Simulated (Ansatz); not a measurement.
# LiS (charge +1): rigid scan of one bond length in Python

How does the energy of LiS (charge +1) change as one bond is stretched? The task is a rigid scan of one bond length, for LiS (charge +1).

Computed with the Python package of Ansatz 0.2.0. Level of theory: B3LYP/cc-pVDZ.

### 1 The structure

Bond lengths: Li1–S2 2.370 Å.

No structure file is read: the coordinates are typed or built in the script.

### 2 Script

scan_lis.py reads:

```python
import ansatz as az
from ase import Atoms
from ase.data import atomic_masses, atomic_numbers
import matplotlib.pyplot as plt
import numpy as np


def main() -> None:
    atoms = Atoms(['Li', 'S'], positions=[
        (0.0, 0.0, 0.0),
        (0.0, 0.0, 2.37),
    ])
    lis = az.Crystal.molecule_from_ase(atoms)

    symbols = [site.symbol for site in lis.cartesian_sites]
    start = np.array([site.position_ang for site in lis.cartesian_sites])
    axis = (start[1] - start[0]) / np.linalg.norm(start[1] - start[0])
    moving = [1]
    lengths, energies = [2.086, 2.18, 2.275, 2.37, 2.465, 2.56, 2.654, 2.797], []
    for length in lengths:
        xyz = start.copy()
        xyz[moving] += (length - np.linalg.norm(start[1] - start[0])) * axis
        point = az.Crystal.molecule()
        for symbol, place in zip(symbols, xyz):
            point = point.atom(symbol, place.tolist())
        model = (
            point.calculation()
            .basis(gaussian='cc-pVDZ')
            .functional('B3LYP')
            .charge(1)
            .spin('collinear', total=2)
            .scf(lower_state_search='off')
        )
        r = model.run().report
        energies.append(r['free_energy_ev'])
        print(f'r = {length:6.3f} A  E = {energies[-1]:.5f} eV  <S^2> = {abs(r["mean_field"]["state"]["spin_squared"]):.3f}')

    fit = np.polynomial.Polynomial.fit(lengths, np.array(energies) - min(energies), 4).convert()
    roots = [r.real for r in fit.deriv().roots() if abs(r.imag) < 1e-9 and fit.deriv(2)(r.real) > 0]
    r_e = min(roots, key=lambda r: abs(r - lengths[int(np.argmin(energies))]))
    print(f'minimum of the fit at {r_e:.4f} A, force constant {fit.deriv(2)(r_e):.2f} eV/A^2')
    m1, m2 = (atomic_masses[atomic_numbers[s]] for s in symbols)
    mu = m1 * m2 / (m1 + m2)
    print(f'harmonic wavenumber {521.4709 * np.sqrt(fit.deriv(2)(r_e) / mu):.0f} 1/cm, rotational constant {16.857629 / (mu * r_e ** 2):.4f} 1/cm')
    plt.figure(figsize=(4.5, 3))
    plt.plot(lengths, np.array(energies) - min(energies), 'o-')
    plt.xlabel('bond length (A)')
    plt.ylabel('E - E(min) (eV)')
    plt.tight_layout()
    plt.savefig('scan.png', dpi=100)


if __name__ == '__main__':
    main()
```

### 3 The input behind the calls

The engine receives this input (first run):

```yaml
crystal:
  periodic: [false, false, false]
  atoms:
    - { symbol: Li, position_ang: [0.0, 0.0, 0.0] }
    - { symbol: S, position_ang: [0.0, 0.0, 2.086] }
basis:
  gaussian:
    orbitals: cc-pVDZ
hamiltonian:
  xc: b3lyp
magnetization:
  spin_polarized: true
  initial_magnetization: 2.0
total_charge: 1.0
scf:
  lower_state_search: "off"
```

### 4 Launch

The run is started by

```console
$ python scan_lis.py
```

**Question.** Where along the scan is the Li-S distance of lowest energy, and how steep are the two sides?

**Answer**, as computed:

| quantity | value |
| --- | --- |
| bond length at the fit's minimum | 2.5402 Å |
| runs compared | 8 |
| range of energy | 0.425 eV |
| lowest point, distance (Å) | 2.56 |

What this shows: The lowest point is at 2.560 Å. At the shortest distance (2.09 Å) the energy is 0.42 eV higher, at the longest (2.80 Å) 0.05 eV. What to keep in mind:
- The basis set is modest, and single-reference methods fail as a bond breaks.
- The species is open-shell (spin multiplicity 3).
- b3lyp holds the VWN-RPA fit, as in Gaussian; the form of ORCA and Turbomole is b3lyp5.
- The spin state was assumed, and another may lie lower.
